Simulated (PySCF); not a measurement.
A small calculation by hand: chemical shift, span and skew from a shielding tensor

acetone (C3H6O), SMILES CC(C)=O. Atoms are numbered in the order given.

```xyz
10

C     -1.2835     0.0000     0.6109
C      0.0000     0.0000    -0.1856
C      1.2835     0.0000     0.6109
O      0.0000     0.0000    -1.3925
H     -1.3288     0.8843     1.2664
H     -1.3288    -0.8843     1.2664
H     -2.1427     0.0000    -0.0711
H      2.1427     0.0000    -0.0711
H      1.3288     0.8843     1.2664
H      1.3288    -0.8843     1.2664
```

Coordinates come from a PBE0-D3(BJ)/def2-SVP optimisation.

GIAO shieldings from PBE0/pcSseg-1 in PySCF, non-relativistic, no solvent. The symmetric part of the tensor of C2 has the principal values -109.9, -58.1, 102.9 ppm. The same nucleus in TMS has σ = 186.3 ppm at this level (PySCF, at its B3LYP-D3(BJ)/def2-TZVP geometry).

Task: Work out the isotropic shielding, the ¹³C shift against TMS, the span and the skew.

Result: 
σ(iso) = (σ11 + σ22 + σ33)/3 = -21.7 ppm. δ = σ(ref) − σ(iso) = 186.3 − (-21.7) = 208.0 ppm.
Span Ω = σ33 − σ11 = 212.8 ppm. Skew κ = 3(σ(iso) − σ22)/Ω = 0.51. Tumbling in solution averages the tensor to δ; in a static solid the shielding alone would spread this spin-1/2 line over Ω.
